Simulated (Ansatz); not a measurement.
## V₂W: from a trial structure to a relaxed crystal

All numbers below come from DFT PBE, scalar-relativistic, plane waves, PAW in Ansatz 0.2.0. Cutoff 420 eV, Γ-centred k mesh, Gaussian smearing, no spin polarisation in the final step.

The start puts V₂W on the cadmium chloride structure type (R-3m, No. 166), with W in place of Cd, V in place of Cl, at a guessed volume.

```yaml
crystal:
  lattice:
    - [1.60498, 0.92664, 4.84746]
    - [-1.60498, 0.92664, 4.84746]
    - [0.00000, -1.85328, 4.84746]
  atoms:
    - { symbol: V, position: [0.75000, 0.75000, 0.75000] }
    - { symbol: V, position: [0.25000, 0.25000, 0.25000] }
    - { symbol: W, position: [0.00000, 0.00000, 0.00000] }
```

Cell and atoms relax at zero pressure; the relaxation can't lower the symmetry of the start. After a coarse first stage the cell is made exact in the group found at 0.06 Å.

Energies over the elements count from the elements' standard structures at the same level, with no empirical corrections.

Which crystal results?

It keeps R-3m (No. 166). The result has the cadmium chloride structure. Conventional cell: a = 2.964 Å, c = 17.593 Å. V is coordinated by 3 V at 2.57 Å, 3 W at 2.61 Å and 6 V at 2.96 Å; around W lie 6 V at 2.61 Å and 6 W at 2.96 Å.

```
V W
1.0
     1.48213    0.85571    5.86444
    -1.48213    0.85571    5.86444
     0.00000   -1.71142    5.86444
V W
2 1
Direct
  0.77890 0.77890 0.77890
  0.22110 0.22110 0.22110
  0.00000 0.00000 0.00000
```

What are its volume, energy, density and gap?

The volume per atom is 14.88 Å³, the density is 10.63 g/cm³ and the energy over the elements is 0.35 eV/atom. The gap on the 18×18×18 mesh is 0 eV (a metal).

The final run used a 18×18×18 mesh on its 3-atom cell and 0.10 eV smearing. The k mesh leaves about 4 meV/atom of noise in metals. Spin–orbit coupling is left out. Symmetry constrained the relaxation, so the result can be a saddle point. The steps took of the order of 5 core-minutes in all.